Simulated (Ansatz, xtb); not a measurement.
**Isomers of CH3BN in order of energy**

9 gas-phase structures of CH3BN, found in a search over its isomers (lower ones may exist). Each was relaxed with GFN2-xTB:

A. `B1[CH]N1`, a doublet
B. `BN=[CH]`, a doublet
C. a doublet given by its coordinates
D. `B[C]=N`, a doublet
E. a doublet given by its coordinates
F. `CB=[N]`, a doublet
G. `[BH3-][C+]=[N]`, a doublet
H. `[CH2]B=N`, a doublet
I. `[B]=NC`, a doublet

E (Å):

```yaml
atoms:
  - { symbol: C, position_ang: [1.8529, 0.2729, 0.9608] }
  - { symbol: B, position_ang: [0.9710, -1.5525, 2.5317] }
  - { symbol: N, position_ang: [1.4052, -0.6564, 1.7600] }
  - { symbol: H, position_ang: [0.5790, -2.3640, 3.2289] }
  - { symbol: H, position_ang: [1.1782, 1.0134, 0.5658] }
  - { symbol: H, position_ang: [2.8959, 0.2981, 0.6967] }
```

Close contacts (Å): C1–N3 1.30, B2–N3 1.26, C1–H5 1.08, C1–H6 1.08, B2–H4 1.14.

C (Å):

```xyz
6

C     1.6392    0.1684    1.7192
B     1.2404   -1.4628    1.4627
N     1.4824   -0.5532    0.5393
H     0.9832   -2.4695    1.9453
H     2.6391    0.4298    2.0513
H     0.8665    0.8697    2.0180
```

Close contacts (Å): C1–B2 1.70, C1–N3 1.39, B2–N3 1.32, C1–H5 1.09, C1–H6 1.09, B2–H4 1.15.

Task: Estimate their order in r2SCAN-D4/def2-SVP//GFN2-xTB energy at these geometries, lowest first.

Result: Calculated order at r2SCAN-D4/def2-SVP//GFN2-xTB: H (0.0), E (6.1), B (18.5), D (21.3), I (26.8), C (34.1), A (34.5), F (35.1), G (58.4) kcal/mol. Less than 1 kcal/mol parts C and A; A and F, so the order within those pairs means little.

Energies above the lowest of each column, in kcal/mol; the last columns are at r2SCAN-D4/def2-SVP geometries and were run for some of them only (a dash: not run or not comparable):

```
structure  GFN2-xTB  HF/STO-3G  r2SCAN-D4/def2-SVP//GFN2-xTB  r2SCAN-D4/def2-SVP  CCSD(T)/def2-TZVP
        H      16.4        0.0                           0.0                 0.0                0.0
        E       0.0        3.6                           6.1                 5.6                8.8
        B      11.9       16.2                          18.5                17.2               17.5
        D      18.6       34.0                          21.3                   –                  –
        I      21.0       17.1                          26.8                   –                  –
        C      26.7       36.0                          34.1                   –                  –
        A      32.6       34.4                          34.5                   –                  –
        F      35.7       15.0                          35.1                   –                  –
        G      37.5       77.4                          58.4                   –                  –
```

CCSD(T)/def2-TZVP puts H lowest of those it was run on; GFN2-xTB picks E. Some further structures that were screened fall inside this span and aren't listed. Flexible structures stand in one conformer each, not always the lowest. Frequencies (r2SCAN-D4/def2-SVP) were run for B, E, H alone. Open shells are spin-unrestricted, some with notable spin contamination.

Over these structures GFN2-xTB departs from r2SCAN-D4/def2-SVP//GFN2-xTB by 6.1 kcal/mol on average once a common shift is removed. A GFN2-xTB relaxation took about 0.042 s and the r2SCAN-D4/def2-SVP//GFN2-xTB energy about 0.95 s on a shared host (Ansatz 0.2.0, xtb 6.7.1).
